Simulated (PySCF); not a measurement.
**Spin-rotation constants: `InChI=1S/H3O3P/c1-4(2)3/h4H,(H2,1,2,3)/p-1`, charge -1**

Cartesian coordinates in Å; atom numbers follow the order of the lines, from 1:
```xyz
6

O    -0.6057    0.1353    1.4807
P    -0.3695    0.1887    0.0196
O    -1.1652   -0.6413   -0.9552
O     1.1886   -0.1590   -0.2414
H    -0.3386    1.5784   -0.3743
H     1.2347   -1.0006    0.0863
```

Total charge -1.

Computed with PySCF, GIAO KT3/aug-pcSseg-1 magnetisability, rotational g tensor and spin-rotation constants, non-relativistic, gas phase. Geometry: GFN2-xTB, normal-mode sample at 300 K.

For an ion the centre-of-mass motion in the field is neglected.

(1) Give the nuclear spin-rotation constants along the inertial axes (H = +C I·J) beside the isotropic shieldings.

Answers

(1) Rotational constants 8.6330, 8.1244, 4.7713 GHz. A star marks the isotopologue with that one atom substituted, in its own axes.
| atom | isotope | Caa (kHz) | Cbb (kHz) | Ccc (kHz) | mean (kHz) | σ (ppm) |
| --- | --- | --- | --- | --- | --- | --- |
| P2 | 31P | 9.337 | 13.558 | 8.584 | 10.493 | 350.5 |
| H5 | 1H | -0.518 | -0.387 | 0.464 | -0.147 | 23.7 |
| H6 | 1H | -1.460 | -0.967 | 0.293 | -0.711 | 33.1 |
| O1 | 17O* | -1.825 | -1.903 | -0.915 | -1.548 | 139.8 |
| O4 | 17O* | -1.490 | -0.922 | -0.894 | -1.102 | 205.4 |

For the geometry as given, no vibrational averaging.
